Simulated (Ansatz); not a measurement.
## Ansatz (development build ahead of 0.2.0) run

```yaml
crystal:
  periodic: [false, false, false]
  atoms:
    - { symbol: S, position_ang: [0.0, 0.0, -0.0736] }
    - { symbol: H, position_ang: [0.0, 0.0, 1.17763] }
basis:
  gaussian: { orbitals: cc-pVDZ }
total_charge: -1
hamiltonian:
  xc: hf
correlation:
  method: mp2
  frozen_orbitals: { H: 0, S: 5 }
```

The input is written out in the form of the current development build from the run's settings.

Output:

* Converged: yes
* Reference energy: -398.10151 hartree
* Correlation energy: -0.13692 hartree
* Total energy: -398.23843 hartree
* Spin squared of the determinant: 0.000

Caution: no diffuse functions for an anion.
